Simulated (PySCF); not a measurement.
```xyz
4

Cl     2.0504    -0.2404     0.0007
Al    -0.0019    -0.0015    -0.0007
Cl    -0.8211     1.8952     0.0005
Cl    -1.2349    -1.6594    -0.0006
```

Charge 0, multiplicity 1.

Q: Give the Mulliken and meta-Löwdin atomic charges from PySCF with ωB97X-D3(BJ)/def2-TZVP.

A: 
```json
[
 {"atom": "Cl1", "Mulliken (e)": "-0.20", "meta-Löwdin (e)": "-0.31"},
 {"atom": "Al2", "Mulliken (e)": "0.60", "meta-Löwdin (e)": "0.92"},
 {"atom": "Cl3", "Mulliken (e)": "-0.20", "meta-Löwdin (e)": "-0.31"},
 {"atom": "Cl4", "Mulliken (e)": "-0.20", "meta-Löwdin (e)": "-0.31"}
]
```
